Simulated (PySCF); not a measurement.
## Basis-set dependence of population analyses: `Cc1cc[nH]n1`

Compound: C4H6N2.
Numbering: `[CH3:1][c:2]1[cH:3][cH:4][nH:5][n:6]1` (hydrogens: H7, H8, H9 on C1; H10 on C3; H11 on C4; H12 on N5)

PBE0 throughout (PySCF), one geometry, spherical d and f functions. Geometry: PBE0-D3(BJ)/def2-SVP; no solvent, vibrations or thermal averaging. Atoms taken as equivalent share a column and are averaged. The first 7 of 10 kinds of atom are listed.

Mulliken charges (e):

```
      basis  functions      C1      C2      C3      C4      N5      N6  H7/H8/H9
   pcSseg-0         66  -0.584  +0.093  -0.317  +0.104  -0.535  -0.355    +0.242
    cc-pVDZ        114  -0.004  +0.015  -0.182  +0.136  -0.025  -0.236    +0.055
   pcSseg-1        132  -0.158  +0.028  -0.309  +0.188  -0.234  -0.283    +0.127
aug-cc-pVDZ        192  +0.569  -0.061  +0.924  +0.483  -0.164  -0.534    -0.064
    cc-pVTZ        264  -0.292  +0.061  -0.247  -0.099  +0.037  -0.182    +0.105
   IGLO-III        270  -0.423  +0.231  -0.204  -0.031  -0.017  -0.339    +0.126
```

IAO charges (e):

```json
{"basis": "pcSseg-0", "functions": "66", "C1": "-0.432", "C2": "+0.060", "C3": "-0.248", "C4": "-0.106", "N5": "-0.121", "N6": "-0.245", "H7/H8/H9": "+0.157"}
{"basis": "cc-pVDZ", "functions": "114", "C1": "-0.427", "C2": "+0.089", "C3": "-0.257", "C4": "-0.107", "N5": "-0.107", "N6": "-0.259", "H7/H8/H9": "+0.152"}
{"basis": "pcSseg-1", "functions": "132", "C1": "-0.424", "C2": "+0.088", "C3": "-0.258", "C4": "-0.107", "N5": "-0.111", "N6": "-0.266", "H7/H8/H9": "+0.152"}
{"basis": "aug-cc-pVDZ", "functions": "192", "C1": "-0.437", "C2": "+0.094", "C3": "-0.264", "C4": "-0.109", "N5": "-0.112", "N6": "-0.276", "H7/H8/H9": "+0.157"}
{"basis": "cc-pVTZ", "functions": "264", "C1": "-0.440", "C2": "+0.093", "C3": "-0.263", "C4": "-0.107", "N5": "-0.112", "N6": "-0.271", "H7/H8/H9": "+0.157"}
{"basis": "IGLO-III", "functions": "270", "C1": "-0.440", "C2": "+0.094", "C3": "-0.264", "C4": "-0.108", "N5": "-0.114", "N6": "-0.276", "H7/H8/H9": "+0.158"}
```

Hirshfeld charges (e):

| basis | functions | C1 | C2 | C3 | C4 | N5 | N6 | H7/H8/H9 |
| --- | --- | --- | --- | --- | --- | --- | --- | --- |
| pcSseg-0 | 66 | -0.102 | +0.022 | -0.114 | -0.030 | -0.002 | -0.170 | +0.043 |
| cc-pVDZ | 114 | -0.111 | +0.023 | -0.113 | -0.031 | -0.009 | -0.158 | +0.044 |
| pcSseg-1 | 132 | -0.117 | +0.026 | -0.110 | -0.026 | -0.021 | -0.163 | +0.046 |
| aug-cc-pVDZ | 192 | -0.124 | +0.022 | -0.107 | -0.026 | -0.035 | -0.161 | +0.050 |
| cc-pVTZ | 264 | -0.120 | +0.024 | -0.109 | -0.028 | -0.026 | -0.162 | +0.048 |
| IGLO-III | 270 | -0.123 | +0.023 | -0.107 | -0.026 | -0.034 | -0.162 | +0.050 |

Some averages cover members that differ in this geometry, most widely: H7/H8/H9, Mulliken in aug-cc-pVDZ -0.135 to -0.022 e.

**Question.** Which scheme is steadiest as the basis changes?

**Answer.** Largest range over the bases for any column: Hirshfeld 0.03 e, IAO 0.03 e, Mulliken 1.24 e. Hirshfeld and IAO charges move least and Mulliken charges most, counted in e.

**Question.** How much do the charges still move between the two largest bases, cc-pVTZ and IGLO-III?

**Answer.** At most, over all atoms: Mulliken 0.170 e, IAO 0.005 e, Hirshfeld 0.008 e.

**Question.** What do the same runs give for the total energy, the frontier levels and the dipole moment?

**Answer.** 
| basis | energy (Eh) | HOMO (eV) | LUMO (eV) | μ (D) |
| --- | --- | --- | --- | --- |
| pcSseg-0 | -264.5889 | -7.20 | 0.63 | 2.18 |
| cc-pVDZ | -265.2338 | -6.80 | 0.85 | 1.84 |
| pcSseg-1 | -265.1818 | -7.02 | 0.58 | 1.93 |
| aug-cc-pVDZ | -265.2503 | -7.01 | -0.08 | 1.89 |
| cc-pVTZ | -265.3039 | -6.94 | 0.60 | 1.89 |
| IGLO-III | -265.3157 | -7.01 | 0.44 | 1.90 |

The dipole is fixed by the density alone, so its range of 0.34 D shows that the density itself changes with the basis, not only its division among atoms.
